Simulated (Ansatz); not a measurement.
The end point of a relaxation of HfN. Space group Fm-3m (No. 225), rock salt type. Level of theory: PBEsol (plane waves to 420 eV, PAW, scalar-relativistic; Ansatz, an electronic-structure program).

Space group Fm-3m (No. 225); a = 4.5016 Å, b = 4.5016 Å, c = 4.5016 Å, α = 90.00°, β = 90.00°, γ = 90.00°

| atom | site | symmetry | x | y | z |
|---|---|---|---|---|---|
| N | 4a | m-3m | 0.0000 | 0.0000 | 0.0000 |
| Hf | 4b | m-3m | 0.5000 | 0.5000 | 0.5000 |
(The calculation used a cell of 2 atoms; values per cell refer to that cell.)

```yaml
volume_per_atom: 11.40 Å³
band_gap: no gap (metallic)
shortest_distances: Hf–N 2.25 Å; N–N 3.18 Å; Hf–Hf 3.18 Å
k-mesh: 18×18×18
```

Band energies at high-symmetry points (eV from the Fermi level; labels of this space group; no spin-orbit coupling), from −5 eV up to 1.6 eV:

| point | energies |
|---|---|
| Γ | -2.90 -2.90 -2.90 -0.39 -0.39 -0.39 |
| X | -3.90 -3.61 -3.61 |
| U | -4.95 -0.85 |
| K | -4.95 -0.85 |
| L | – |
| W | 1.15 1.15 |

No spin polarisation in the result. The relaxed primitive cell holds an odd number of electrons. A magnetic state may lie lower.

Measured for HfN: a 4.519 Å (0 K or low temperature; as listed in Guo-Xu Zhang et al., New Journal of Physics (2018)). Computed minus measured — a: PBEsol -0.4 %. The computed values are for a static lattice.

The run could not lose the symmetry of its start; a randomly shaken copy of 2 atoms returns to this structure.

All atoms sit on sites fixed by symmetry, so only the cell could relax.
